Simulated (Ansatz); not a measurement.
**BNH (quartet): the correlation ladder at a displaced geometry (v2), cc-pVDZ**

Aim: climb from Hartree-Fock through coupled cluster and multireference methods for BNH (quartet) at one geometry and basis, and see what each rung misses.

Method: cc-pVDZ, core rule «outside noble gas», up to 2 orbitals frozen; program: Ansatz 0.2.0, Gaussian basis.

Plan: UHF; CCSD(T) on ROHF; CCSD(T) on UHF; BCCD(T) on ROHF; CISD; CCSDT(Q) on ROHF; CCSDT(Q) on UHF; CASSCF and MRCISD+Q, 9 electrons in 9 orbitals; CASSCF and NEVPT2, 9 electrons in 9 orbitals.

22 further runs of the same task are left out: 1 for a mislabelled method, 7 that didn't finish, 14 set aside as unsound or not needed.

**1. The geometry**

The geometry is a PBE0/def2-TZVP stationary point (not a proven minimum) with its atoms shifted at random (size 0.100 Å).

3 atoms, charge 0, spin multiplicity 4.

Atoms are counted from 1 here; the program's logs count them from 0.

Bond lengths: B1–N2 1.462 Å, N2–H3 1.009 Å. Angles: B1–N2–H3 112.5°.

**2. UHF**

Input file in.yaml:

```yaml
crystal:
  periodic: [false, false, false]
  atoms:
    - {symbol: B, position_ang: [0.092865, 0.076149, 0.857354]}
    - {symbol: N, position_ang: [-0.072009, -0.112846, -0.582754]}
    - {symbol: H, position_ang: [0.004611, 0.751392, -1.097676]}
basis:
  gaussian: {orbitals: cc-pVDZ}
magnetization: {spin_polarized: true, initial_magnetization: 3}
hamiltonian: {xc: hf}
output: {orbitals: {seedname: orbitals}}
```

On the command line:

```sh
$ ansatz run in.yaml --threads 1 --pin off --events-out ev --progress --plain --max-ram 2393MiB
```

The runs that follow: CCSD(T) on ROHF; CCSD(T) on UHF; BCCD(T) on ROHF; CISD; CCSDT(Q) on ROHF; CCSDT(Q) on UHF; CASSCF and MRCISD+Q, 9 electrons in 9 orbitals; CASSCF and NEVPT2, 9 electrons in 9 orbitals.

Before running them: what should the planned runs give, taken together? Wanted: UCCSDT(Q) below the RHF energy; RMP2 from UCCSDT(Q); UMP2 from UCCSDT(Q); RCCSD from UCCSDT(Q); RCCSD(T) from UCCSDT(Q); UCCSD(T) from UCCSDT(Q); RCCSDT(Q) from UCCSDT(Q); NEVPT2 valence from UCCSDT(Q); MRCISD+Q valence from UCCSDT(Q).

As calculated:

| quantity | value |
| --- | --- |
| UCCSDT(Q) below the RHF energy | -5.4098 eV |
| RMP2 from UCCSDT(Q) | +77.8 kJ/mol |
| UMP2 from UCCSDT(Q) | +78.6 kJ/mol |
| RCCSD from UCCSDT(Q) | +17.0 kJ/mol |
| RCCSD(T) from UCCSDT(Q) | +3.7 kJ/mol |
| UCCSD(T) from UCCSDT(Q) | +3.6 kJ/mol |
| RCCSDT(Q) from UCCSDT(Q) | +0.2 kJ/mol |
| NEVPT2 valence from UCCSDT(Q) | +72.1 kJ/mol |
| MRCISD+Q valence from UCCSDT(Q) | +2.7 kJ/mol |
| levels within 1 kcal/mol (43 meV) | RCCSD(T), UCCSD(T), BCCD(T), RCCSDT, UCCSDT, RCCSDT(Q), MRCISD+Q valence |
| T1 diagnostic | 0.026 |
| effectively unpaired electrons | 3.01 |

**Reading.** RCCSD(T) lands +3.7 kJ/mol from the yardstick (0.7 % of the correlation energy). One determinant dominates. Of the multireference levels listed MRCISD+Q valence comes nearest in total energy (+2.7 kJ/mol), which doesn't show that its space is the better one. These misses are within one basis, not against nature; the frozen cores of restricted and unrestricted runs differ, which can shift their rows.
